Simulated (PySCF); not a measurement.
The dipole of ClH2Si(SH) (`S[SiH2]Cl`) from its density and from atomic charges.

Coordinates (GFN2-xTB, Å) and charges (e) from the PBE0/pcSseg-1 density (PySCF):

```json
{"atom": "S1", "x": "1.524", "y": "-0.450", "z": "-0.552", "Mulliken": "-0.3744", "IAO": "-0.3142", "Hirshfeld": "-0.1416", "ESP-fitted": "-0.3483"}
{"atom": "Si2", "x": "-0.534", "y": "-0.199", "z": "0.014", "Mulliken": "+0.6119", "IAO": "+0.7384", "Hirshfeld": "+0.3264", "ESP-fitted": "+0.2472"}
{"atom": "Cl3", "x": "-1.036", "y": "1.750", "z": "-0.014", "Mulliken": "-0.2933", "IAO": "-0.2986", "Hirshfeld": "-0.1112", "ESP-fitted": "-0.1511"}
{"atom": "H4", "x": "2.013", "y": "0.560", "z": "0.154", "Mulliken": "+0.1607", "IAO": "+0.1096", "Hirshfeld": "+0.0597", "ESP-fitted": "+0.2254"}
{"atom": "H5", "x": "-1.262", "y": "-0.950", "z": "-0.989", "Mulliken": "-0.0531", "IAO": "-0.1108", "Hirshfeld": "-0.0626", "ESP-fitted": "+0.0405"}
{"atom": "H6", "x": "-0.702", "y": "-0.708", "z": "1.366", "Mulliken": "-0.0518", "IAO": "-0.1245", "Hirshfeld": "-0.0707", "ESP-fitted": "-0.0137"}
```

Compute μ = Σ q r for each scheme (1 e·Å = 4.803 D) and compare with the dipole of the full density.

The full density gives (-0.44, -0.26, 0.87) D, 1.01 D in size; dipole vectors point from the negative to the positive end.

```tsv
scheme	μx	μy	μz	size (D)	share of the full size (%)	angle to the full dipole (°)
Mulliken	-0.80	-1.39	1.08	1.94	192	32
IAO	-0.56	-1.31	0.69	1.59	157	42
Hirshfeld	-0.13	-0.25	0.28	0.40	40	24
ESP-fitted	-0.45	-0.29	0.83	0.99	98	2
```

Which set comes closest?

Length of the difference vector: ESP-fitted 0.04 D, Hirshfeld 0.66 D, IAO 1.07 D, Mulliken 1.20 D. Closest: ESP-fitted. The schemes that divide the density aren't constrained to reproduce the dipole.

What is left for the Hirshfeld atoms' own dipoles?

The Hirshfeld atoms' densities add up to the full density, so μ = Σ q r + Σ (atomic dipoles). The atomic dipoles sum to (-0.44, -0.26, 0.87) − (-0.13, -0.25, 0.28) = (-0.31, -0.01, 0.59) D, 0.66 D in size.

With the origin at the mean of the coordinates, (0.001, 0.000, -0.004) Å, which are the largest single terms, by size, of the Hirshfeld dipole along the direction of the full one?

S1 +0.69, H6 -0.57, Si2 +0.47, H4 -0.26, H5 +0.01 D; all 6 atoms together +0.36 D. The single terms depend on the origin, their sum doesn't.

Give the size of the full dipole in other units.

1.01 D = 0.397 au = 0.210 e·Å = 3.36 × 10⁻³⁰ C·m.

The structure is a single GFN2-xTB conformer in the gas phase; no vibrational or solvent corrections.

The values belong to the conformer `[SH:1][SiH2:2][Cl:3]`: H–S1–Si2–Cl3 43°.
